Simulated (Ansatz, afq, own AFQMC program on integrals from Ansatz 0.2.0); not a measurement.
CH$_{4}$⁺, doublet: AFQMC among the cluster methods

```xyz
5

C     0.0024   -0.0049    0.0049
H     0.3670    0.7451    0.7529
H    -0.3718   -0.7499    0.7531
H    -0.3976    0.8191   -0.8265
H     0.3741   -0.7561   -0.7383
```

Basis 6-31G. Only valence electrons are correlated. AFQMC by an in-house program on the Cholesky factors that Ansatz 0.2.0 writes for its CCSD(T) run. The CISD trial takes its coefficients from CCSD amplitudes. Released means that phaseless walkers are propagated on without the constraint, phases kept. Uncertainties: one standard error, sampling alone.

Determinant: UHF, the one that the program's search chose, which needn't be the lowest solution. The geometry is a point of a scan.

Full CI on the same integrals is exact in this basis and with this determinant's frozen core.

```
T1 diagnostic                               : 0.0082
weight of the determinant in the CISD state : 0.947
⟨S²⟩ of the determinant                     : 0.753
size of the correlated space                : 7 electrons in 16 orbitals
```

```csv
level,correlation energy (eV)
MP2,-2.2732
CCSD,-2.8255
CCSD(T),-2.8683
```

Problem. Estimate where full CI lies against CCSD(T) on the same integrals.

Solution. 1.3 kJ/mol below CCSD(T).

Reference: full CI, correlation energy -2.882 eV. The released energy is read at 2.40 1/Eh (meV from the phaseless value at times in 1/Eh: -1.3 ± 1.6 at 0.24, -0.6 ± 0.7 at 0.51, -1.6 ± 0.9 at 0.99, -0.5 ± 0.9 at 1.62, 0.4 ± 1.4 at 2.40).

```json
{"level": "CCSD(T)", "E − E(reference) (kJ/mol)": "1.3", "share of correlation (%)": "99.52"}
{"level": "CCSDT", "E − E(reference) (kJ/mol)": "0.3", "share of correlation (%)": "99.89"}
{"level": "CCSDT(Q)", "E − E(reference) (kJ/mol)": "0.0", "share of correlation (%)": "99.99"}
{"level": "CCSDTQ", "E − E(reference) (kJ/mol)": "0.0", "share of correlation (%)": "99.99"}
{"level": "ph-AFQMC/CISD", "E − E(reference) (kJ/mol)": "0.1 ± 0.2", "share of correlation (%)": "99.96"}
{"level": "released AFQMC", "E − E(reference) (kJ/mol)": "0.1 ± 0.1", "share of correlation (%)": "99.95"}
```

CCSDT and higher add their correlation energy to the determinant of the CCSD(T) run, since their own runs factorise the integrals more tightly (a shift of under 2 meV). A walk keeps the symmetry of its determinant, which the program's search chose and which needn't be the lowest solution, so a lower state of the same spin and another symmetry isn't excluded. Released energies are given only where the last usable release times agree within the noise; a slower fall can still hide under it.
